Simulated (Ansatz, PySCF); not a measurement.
Molecule: ClF (charge 0, singlet). SMILES: FCl
Coordinates optimised at B3LYP-D3(BJ)/def2-TZVP (Ansatz, a first-principles code):
```xyz
2

F      0.0000     0.0000    -1.0729
Cl     0.0000     0.0000     0.5680
```

Wanted: atomisation energy, in kcal/mol. Terms: open shells spin-unrestricted; LANL2DZ with its own core potentials from Na on; atomisation electronic, to ground-state atoms; valence correlation only; non-relativistic; spin-orbit terms left out. CBS marks a two-point X^-3 extrapolation of the correlation energy; Hartree-Fock from the larger set (for Q and 5 zeta extrapolated as (X+1)exp(-9√X)). First-principles rows: single points at B3LYP-D3(BJ) geometries (Ansatz).

```json
[
 {"species": "FCl", "coefficient": "-1", "E at B3LYP/LANL2DZ (Ansatz), Eh": "-114.69781", "E at M06-2X/def2-TZVPD (PySCF), Eh": "-559.96566"},
 {"species": "Cl atom", "coefficient": "+1", "E at B3LYP/LANL2DZ (Ansatz), Eh": "-14.89606", "E at M06-2X/def2-TZVPD (PySCF), Eh": "-460.13314"},
 {"species": "F atom", "coefficient": "+1", "E at B3LYP/LANL2DZ (Ansatz), Eh": "-99.74999", "E at M06-2X/def2-TZVPD (PySCF), Eh": "-99.73422"}
]
```

Coupled cluster (Ansatz) is a level with limits of its own, used here on species with T1 under 0.025 (0.045 for open shells) and stable references: CCSD(T)/CBS(cc-pV(Q+d)Z,cc-pV(5+d)Z). Value to compare with, CCSD(T)/CBS(cc-pV(Q+d)Z,cc-pV(5+d)Z) (Ansatz): 62.6 kcal/mol. 1 Eh = 627.5095 kcal/mol.

Q: Compute it at each level from the table, and compare with CCSD(T)/CBS(cc-pV(Q+d)Z,cc-pV(5+d)Z) (Ansatz).

A: 
- B3LYP/LANL2DZ: the sum of coefficient times E is 0.05176 Eh, or 32.48 kcal/mol. Result: 32.5 kcal/mol. Its difference against CCSD(T)/CBS(cc-pV(Q+d)Z,cc-pV(5+d)Z) (Ansatz) is -30.1 kcal/mol.
- M06-2X/def2-TZVPD: the sum of coefficient times E is 0.09830 Eh, or 61.68 kcal/mol. Result: 61.7 kcal/mol. Its difference against CCSD(T)/CBS(cc-pV(Q+d)Z,cc-pV(5+d)Z) (Ansatz) is -0.9 kcal/mol.
